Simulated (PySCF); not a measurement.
# CS2: the cost of one run

Computed with PySCF 2.14.0, with density-fitted response routines of our own, on a single molecule in the gas phase. Atoms count from 0, in the outputs and in this text.

## (1) The starting structure

3 atoms, charge 0, multiplicity 1; geometry from: GFN2-xTB. The atoms were then displaced at random by about 0.01 Å, so the start is not that level's minimum.

Bonds of the start (Å): S0–C1 1.52, C1–S2 1.54.

## (2) Relaxing the molecule at PBE0-D3(BJ)/def2-SVP

What the job is given:

```
{"job": {"xc": "PBE0", "basis": "def2-SVP", "d3": "d3bj", "grid": 1, "shake": 0.01, "kind": "geom"}, "charge": 0, "multiplicity": 1}
S     -1.487320     0.387790    -0.002050
C     -0.001850     0.065240    -0.006310
S      1.495180    -0.276070    -0.010820
```

Started as:

```sh
OMP_NUM_THREADS=1 python probes_run.py task.json out
```

This one command runs all jobs of the session in turn.

**Question.** How long does this first job take on 1 thread of Intel Xeon 6975P-C, shared host, and how much memory does it need?

About 1.9 s, with a peak of 0.27 GiB.
